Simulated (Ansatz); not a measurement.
# BHO (singlet): from Hartree-Fock to the top rungs, cc-pVDZ

One table from this session's results is given with a row withheld; the runs are named, their logs left out.

Computed with Ansatz 0.2.0, Gaussian basis. Level: cc-pVDZ, core rule «outside noble gas», up to 2 orbitals frozen.

The runs, in order: UHF; CCSD(T) on RHF; BCCD(T) on RHF; CISD; CCSDT(Q) on RHF; CCSDTQ on RHF; CASSCF and MRCISD+Q, 10 electrons in 9 orbitals; CASSCF and NEVPT2, 10 electrons in 9 orbitals.

3 further runs of the same task are left out: 3 set aside as unsound or not needed.

**The system**

The geometry is a PBE0/def2-TZVP stationary point (not a proven minimum).

3 atoms, charge 0, spin multiplicity 1.

Atoms are counted from 1 here; the program's logs count them from 0.

Bond lengths: B1–O2 1.198 Å, B1–H3 1.173 Å. Angles: O2–B1–H3 180.0°.

The first run:

The input, in.yaml:

```yaml
crystal:
  periodic: [false, false, false]
  atoms:
    - {symbol: B, position_ang: [0.000000, 0.000000, 0.008418]}
    - {symbol: O, position_ang: [0.000000, 0.000000, -1.189543]}
    - {symbol: H, position_ang: [0.000000, 0.000000, 1.181125]}
basis:
  gaussian: {orbitals: cc-pVDZ}
magnetization: {spin_polarized: true, initial_magnetization: 0}
hamiltonian: {xc: hf}
output: {orbitals: {seedname: orbitals}}
```

Run with:

```console
ansatz run in.yaml --threads 1 --pin off --events-out ev --progress --plain --max-ram 4096MiB --backend cpu
```

Steps of the session up to this table: UHF; CCSD(T) on RHF; BCCD(T) on RHF; CISD; CCSDT(Q) on RHF; CCSDTQ on RHF; CASSCF and MRCISD+Q, 10 electrons in 9 orbitals; CASSCF and NEVPT2, 10 electrons in 9 orbitals.

One of the session's tables, all rows but one given; the rest of the session is left out.

It belongs to the step «Misses and costs». 

| method | from RCCSDTQ (meV) |
| --- | --- |
| RHF | +7770.7 |
| RMP2 | +490.0 |
| CISD | +758.4 |
| RCCSD | +282.8 |
| RCCSD(T) | ? |
| BCCD(T) | +36.5 |
| RCCSDT | +22.6 |
| RCCSDT(Q) | -5.3 |
| RCCSDTQ | 0 |
| CASSCF valence | +4145.5 |
| NEVPT2 valence | +841.3 |
| MRCISD valence | +186.1 |
| MRCISD+Q valence | +16.7 |

Q: Estimate the row for RCCSD(T) from the others.

**Answer.** from RCCSDTQ (meV): +37.3. In the column «from RCCSDTQ (meV)» it lies between BCCD(T) (+36.5) and MRCISD valence (+186.1).
